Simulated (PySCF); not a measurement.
ClH.

```xyz
2

Cl     0.0000     0.0000    -0.0713
H      0.0000     0.0000     1.2113
```
Charge 0, spin multiplicity 1.

Coordinates come from a B3LYP-D3(BJ)/def2-TZVPD optimisation.

Method: PBE0/pcSseg-2 (PySCF). Non-relativistic, no solvent.

Problem. Give the absolute GIAO shielding of each atom: isotropic value and principal components (ppm). (The exact figures need the calculation; the answer reports its results.)

Solution. 
| atom | σ(iso) | σ11 | σ22 | σ33 | span |
|---|---|---|---|---|---|
| Cl1 | 942.9 | 839.9 | 839.9 | 1148.8 | 308.8 |
| H2 | 30.6 | 23.4 | 23.4 | 44.9 | 21.5 |
